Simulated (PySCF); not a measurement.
Gas-phase reaction: Al₂H₆ + 2 AlCl₂ = 4 AlCl + 6 H

Energies from PySCF, thermal terms from the rigid-rotor harmonic-oscillator model, ideal gas at 1 bar. † marks an energy on the PBE0/def2-TZVP geometry and frequencies; other levels use their own. MP2 and CCSD(T) freeze the core. 6-31G* has spherical d functions here. Open shells (unrestricted): AlCl₂ (multiplicity 2), H (multiplicity 2); the rest are closed-shell singlets. B3LYP is the form with VWN-RPA correlation. Al₂H₆: computed as isolated molecules; such fragments, hydroxides, amides, oligomers or adducts are transient or little studied in the gas. MP2 isn't extrapolated to the basis-set limit. CCSD(T) isn't extrapolated to the basis-set limit.

```csv
level,"ΔH°(298 K), kJ"
B3LYP/6-31G*,1395
B3LYP/def2-TZVP†,[?]
CCSD(T)/def2-SVP†,1362
CCSD(T)/def2-TZVPP†,1417
HF/6-31G*,[?]
MP2/def2-SVP†,1348
MP2/def2-TZVPP†,[?]
PBE/def2-TZVP†,[?]
PBE0/def2-QZVP†,1419
r2SCAN/def2-TZVP†,1510
ωB97X-V/def2-TZVP†,1459
```

Task: What belongs in the gaps?

Result: 
- B3LYP/def2-TZVP†, ΔH°(298 K), kJ: 1413
- HF/6-31G*, ΔH°(298 K), kJ: 1132
- MP2/def2-TZVPP†, ΔH°(298 K), kJ: 1392
- PBE/def2-TZVP†, ΔH°(298 K), kJ: 1379
